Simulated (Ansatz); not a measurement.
C2F3N (`N#CC(F)(F)F`). The species carries charge 0 and has multiplicity 1. The structure was optimised at the PBE0-D4/def2-TZVP level.

```xyz
6

N     2.074    0.570   -0.291
C     0.979    0.269   -0.137
C    -0.436   -0.120    0.061
F    -1.041    0.748    0.860
F    -0.506   -1.325    0.610
F    -1.071   -0.143   -1.103
```

(1) What is the dipole moment at PBE/def2-TZVPP? (Estimate.)

(2) And with r2SCAN, B3LYP, ωB97M-V? (Best estimate.)

(3) Give the Mulliken charges with PBE, ωB97M-V, B3LYP in def2-TZVPP. (An estimate is asked.)

Answers

(1) Ansatz gave: 1.48 D, with components (-1.42, -0.39, 0.20) D in this frame, pointing from negative to positive charge.

(2) Computed: r2SCAN 1.49 D, B3LYP 1.40 D, ωB97M-V 1.40 D.

(3) Ansatz gave: 
```
atom    PBE  ωB97M-V  B3LYP
  N1   0.10     0.02   0.05
  C2  -0.32    -0.21  -0.26
  C3   0.52     0.57   0.62
  F4  -0.10    -0.13  -0.14
  F5  -0.10    -0.13  -0.14
  F6  -0.10    -0.13  -0.14
```

B3LYP here is the variant with VWN-RPA as its local correlation; programs differ in this.
